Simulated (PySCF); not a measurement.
**Spin states of N2**

Unrestricted PBE0; PySCF, no relativity, basis sets N def2-TZVPPD. Outer shells of the fragments: N 2s2 2p3; N 2s2 2p3.

Followed along the bond (rough minima from three points):

| 2Ms+1 | unpaired | ⟨S²⟩ at the start | R at minimum (Å) | Te (eV) |
| --- | --- | --- | --- | --- |
| 1 | none | 0.00 | 1.09 | 0.00 |
| 3 | π ↑↑ | 2.01 | 1.27 | 6.41 |
| 5 | π ↑↑↑↑ | 6.01 | none in the scan | ≤ 9.26 |

Solutions found at the starting distance of 1.310 Å, counted from the lowest of them; the search is not exhaustive and high or unbound solutions are not listed, so other states can lie among these:

| 2Ms+1 | unpaired | term | E (eV) | ⟨S²⟩ | ⟨Lz²⟩ |
| --- | --- | --- | --- | --- | --- |
| 1 | none | ¹Σ⁺ | 0.00 | 0.00 | 0.00 |
| 3 | π ↑↑ | mixed | 4.08 | 2.01 | 2.01 |
| 3 | π ↑↑ | mixed | 5.13 | 2.01 | 2.00 |
| 3 | σ ↑, π ↑ | ³Π | 5.23 | 2.01 | 1.00 |
| 5 | π ↑↑↑↑ | ⁵Σ⁺ | 7.73 | 6.01 | 0.00 |
| 5 | σ ↑, π ↑↑↑ | ⁵Π | 8.50 | 6.01 | 1.00 |

A term symbol is given only where ⟨S²⟩ and ⟨Lz²⟩ are close to those of a pure state; real π, δ and φ orbitals otherwise mix terms, and g/u labels are left off.

Task: Compare the gap between the two lowest followed solutions at the starting distance with the gap between their minima.

Result: At PBE0 the second solution (triplet, unpaired electrons π ↑↑) lies +4.08 eV from the first (singlet, closed shell) at 1.310 Å and +6.41 eV at the minima; the two curves relax by different amounts, since their minima lie near 1.27 and 1.09 Å.

The measured ground state is X ¹Σg+ (Huber and Herzberg, Constants of Diatomic Molecules (1979)).

Counting both spins, an empty level lies below a filled one in some of these solutions, because spin and occupation are held.
